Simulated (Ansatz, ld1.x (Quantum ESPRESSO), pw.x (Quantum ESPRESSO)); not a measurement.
**rubidium (Rb): one change to the TM potential, in the atom and in the sc crystal**

rubidium, norm-conserving Troullier–Martins (Kleinman–Bylander form), made with ld1.x (Quantum ESPRESSO) 7.5 (PBEsol, scalar-relativistic). Core [Kr], reference 5s1 5p0. Waves: 5s (bound): rc 4.20 bohr; 5p (bound, empty): rc 3.60 bohr; 4d channel at 0.4 Ry: rc 3.20 bohr; 4f channel at -0.15 Ry: rc 3.95 bohr. Local part: all-electron potential smoothed inside 3.05 bohr (lloc = -1). Core correction: a·sin(br)/r model core inside 3.30 bohr.

Change: wave 5p (bound): rc 3.60 bohr becomes 5p (bound): rc 2.34 bohr.

Cutoffs, loose and tight: the cutoffs (Ry, on a coarse ladder) from which the occupation-weighted sum of valence levels, in a spherical-Bessel basis at the reference potential, stays within 10 and 1 mRy of its value at 400 Ry. They do not see the model core or the augmentation charge, which bear on the density cutoff. Test errors are all-electron minus pseudo excitation energies from the reference, over the configurations 5s0.5 5p0; 5s0 5p1; variants that change the core or the reference have their own tests.

Crystal test: sc Rb in pw.x 7.5, no spin, 8³ k-points, Fermi–Dirac smearing 0.01 Ry, cutoffs set for each file from its atomic test. The reference is all-electron LAPW (Ansatz 0.2.0) with the same functional, mesh and smearing; V0 and B0 come from Birch–Murnaghan fits to the pressures at five volumes. Errors are pseudo minus all-electron; Δ is the rms difference of the E(V) curves that follow from these fits, minima aligned, over ±6 % about the mean V0. Mesh and smearing are coarse, so the numbers serve the comparison and aren't converged zero-temperature values; the lattice is a test structure that the element need not adopt.

All-electron: a0 = 4.543 Å (V0 = 93.73 Å³/atom), B0 = 2.2 GPa.

Problem. Does the change bring the crystal closer to the all-electron result?

Solution. The mean pressure error goes from -0.07 to -1.53 GPa, so the change moves the solid further from the all-electron pressures.

```tsv
quantity	base	changed
outcome (atom)	generated	generated
cutoff, loose (atom)	6 Ry	6 Ry
cutoff, tight (atom)	6 Ry	6 Ry
bound ghosts (atom)	s	p, s
largest test error (meV) (atom)	1 of 2 tests not solved or not reliable	1 of 2 tests not solved or not reliable
cutoffs in pw.x (Ry)	50/200	50/200
a0 (Å)	4.492	–
a0 error (%)	-1.11	–
B0 error (%)	+0.7	–
Δ (meV/atom)	1.5	–
mean pressure error (GPa)	-0.07	-1.53
```

A dash: not determined, or the minimum lies outside the volumes sampled.

Base: This is a poor potential for the solid. Note: ghost state, extra bound levels that the all-electron valence spectrum of the same l lacks: s at -2.28 eV. A true bound ghost makes a file unfit for plane-wave use. Atomic configuration tests: 1 of 2 tests not solved or not reliable. The logarithmic derivative shows an extra or strongly shifted pseudo pole above the reference energy (p near 0.34 Ry). Changed file: This is a poor potential for the solid. The pseudo pressure rises with volume over the whole range, a mechanical instability. Note: ghost states, extra bound levels that the all-electron valence spectrum of the same l lacks: p at -6.5 eV, s at -2.27 eV. A true bound ghost makes a file unfit for plane-wave use. Atomic configuration tests: 1 of 2 tests not solved or not reliable. The logarithmic derivative shows an extra or strongly shifted pseudo pole above the reference energy (p near 1.42 Ry). The atomic cutoffs weigh occupied waves only.
